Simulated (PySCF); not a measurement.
Isomers of C4H7OP and their computed core-level spectra.

Computed, not measured: delta-SCF UKS SCAN, pcX-2 on the ionised atom, pcseg-1 elsewhere, spin-free X2C in PySCF. Geometries: GFN2-xTB; isolated species, one conformer each.

Line lists (1s up to Mg, 2p3/2 beyond; areas count atoms within a level, one atom standing for each set equivalent by bonding):
1. C 1s: 290.08 (area 1), 290.85 (area 1), 290.85 (area 1), 291.96 (area 1) eV; O 1s: 536.05 eV; P 2p3/2: 138.22 eV
2. C 1s: 290.41 (area 1), 290.87 (area 1), 291.08 (area 1), 291.38 (area 1) eV; O 1s: 536.09 eV; P 2p3/2: 137.86 eV
3. C 1s: 290.20 (area 1), 290.71 (area 1), 291.08 (area 1), 293.05 (area 1) eV; O 1s: 537.50 eV; P 2p3/2: 136.45 eV
4. C 1s: 290.65 (area 2), 290.74 (area 2) eV; O 1s: 536.30 eV; P 2p3/2: 137.95 eV
5. C 1s: 290.69 (area 1), 290.82 (area 1), 290.88 (area 2) eV; O 1s: 536.11 eV; P 2p3/2: 138.26 eV

Structures:
A. `C#CP(C)(C)=O`
B. `CC#C[P@@H](C)=O`
C. `O=[P@H]1C=CCC1`
D. `C=C[PH](=O)C=C`
E. `C=CPC(C)=O`

Problem. Which list belongs to which compound?

Solution. 
- 1 = B: another candidate has the same counts of sites, so positions decide. C 1s: 290.08 alkyne carbon, 290.85 sp3 carbon bound to phosphorus, 290.85 alkyne carbon, 291.96 propargylic carbon; O 1s: 536.05 phosphoryl oxygen; P 2p3/2: 138.22 phosphoryl phosphorus.
- 2 = C: another candidate has the same counts of sites, so positions decide. C 1s: 290.41 alkene CH carbon, 290.87 sp3 carbon bound to phosphorus, 291.08 alkene CH carbon, 291.38 allylic carbon; O 1s: 536.09 phosphoryl oxygen; P 2p3/2: 137.86 phosphoryl phosphorus.
- 3 = E: another candidate has the same counts of sites, so positions decide. C 1s: 290.20 terminal =CH2 carbon, 290.71 alkene CH carbon, 291.08 methyl carbon next to a carbonyl, 293.05 carbonyl carbon; O 1s: 537.50 carbonyl oxygen; P 2p3/2: 136.45 phosphine phosphorus.
- 4 = D: no other candidate has these counts of sites. C 1s: 290.65 alkene CH carbon (×2), 290.74 terminal =CH2 carbon (×2); O 1s: 536.30 phosphoryl oxygen; P 2p3/2: 137.95 phosphoryl phosphorus.
- 5 = A: no other candidate has these counts of sites. C 1s: 290.69 alkyne carbon, 290.82 terminal alkyne carbon, 290.88 sp3 carbon bound to phosphorus (×2); O 1s: 536.11 phosphoryl oxygen; P 2p3/2: 138.26 phosphoryl phosphorus.

For 2p shells one spin-free hole was relaxed; a mean-field spin–orbit operator and the ground-state splitting of the three 2p orbitals were then diagonalised within the shell. The shell's mean is (2 × 2p3/2 + 2p1/2)/3, and the degeneracies 2j + 1 give areas of 2:1. 2 of these hole states are spin-contaminated (⟨S²⟩ up to 0.85, against 0.75; counted from 0.85) and less certain.
